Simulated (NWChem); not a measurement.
System: tetrafluoroethylene (C2F4); SMILES FC(F)=C(F)F

NWChem input:

```
start job
memory heap 200 mb stack 900 mb global 1100 mb
geometry units angstroms
  F      1.108772    -1.386700     0.000000
  C      0.000000    -0.662940     0.000000
  F     -1.108772    -1.386700     0.000000
  C      0.000000     0.662940     0.000000
  F     -1.108772     1.386700     0.000000
  F      1.108772     1.386700     0.000000
end
basis spherical
  * library 3-21g
end
dft
  xc b3lyp
  iterations 150
end
driver
  maxiter 120
end
task dft optimize
task dft freq
```

The level has its own optimisation; frequencies are unscaled.

Question: Give the results of this calculation. (B3LYP/3-21G.) Quantities: r C–F (Å); r C–C (Å); highest harmonic frequency (cm⁻¹); lowest (cm⁻¹); zero-point energy (kcal/mol).

Answer: 
| Quantity | Result |
|---|---|
| r C–F (Å) | 1.350 |
| r C–C (Å) | 1.319 |
| highest harmonic frequency (cm⁻¹) | 1911 |
| lowest (cm⁻¹) | 193 |
| zero-point energy (kcal/mol) | 13.5 |
